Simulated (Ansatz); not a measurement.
The input, for Ansatz 0.2.0:

```yaml
crystal:
  periodic: [false, false, false]
  atoms:
    - {symbol: Si, position_ang: [0.000062, 0.003965, -0.003990]}
    - {symbol: H, position_ang: [-0.011104, 1.094820, 1.079793]}
    - {symbol: H, position_ang: [-0.018745, -1.206207, 1.213885]}
    - {symbol: H, position_ang: [0.016905, 1.087798, -1.094723]}
    - {symbol: H, position_ang: [0.011228, -1.086890, -1.087773]}
basis:
  gaussian: {orbitals: 6-31G}
total_charge: 1
magnetization: {spin_polarized: false, initial_magnetization: 1}
hamiltonian: {pseudopotentials: {relativity: scalar}}
correlation: {method: fic_nevpt4_sd, electrons: outside_noble_gas, active_space: {window: {electrons: 1, orbitals: 8}}}
scf: {lower_state_search: off}
```

```sh
$ ansatz run in.yaml --threads 1 --pin off --events-out ev --progress --plain --max-ram 2393MiB
```

The program prints:

```
these checks for a lower state are left out or cut short: stability, starts, cluster_reference, orbital_swaps, neighbouring_geometries, increment
271 factors; integrals over basis functions are off by at most 2.0e-4 eV
mean field evaluation 1: about -7925.2233 eV, gradient 6.3e0 eV
mean field evaluation 2: about -7925.2235 eV, gradient 6.3e0 eV
mean field evaluation 4: about -7925.4432 eV, gradient 3.7e-1 eV
mean field evaluation 8: about -7925.4531 eV, gradient 1.2e-2 eV
mean field -7925.45314552 eV, -291.2550310328 hartree, gradient 8.8e-7 eV, S^2 0.750000; 0 other end points of the search recorded, 0 dependent functions left out
reference -7925.45314552 eV, -291.2550310328 hartree; 9, 8 occupied and 12, 13 virtual orbitals, 271 factors
state -7925.45314552 eV, -291.2550310328 hartree
state -7925.45314552 eV, -291.2550310328 hartree; corrected -7927.89872859 eV, -291.3449045528 hartree
WARN: 7 active orbitals are nearly empty or full. The corrections depend on them more than the energy does, and are more stable in an active space without them
Total energy: -7927.89872859 eV, -291.3449045528 hartree
Relativity: scalar
Checks for a lower state left out: stability, starts, cluster_reference, orbital_swaps, neighbouring_geometries, increment
```

Natural occupations: 1.0000 0.0000 0.0000 0.0000 0.0000 0.0000 0.0000 0.0000.

Ran on 1 thread of Intel Xeon 6975P-C, shared host: 0.93 s wall, 0.2 GiB peak host memory.
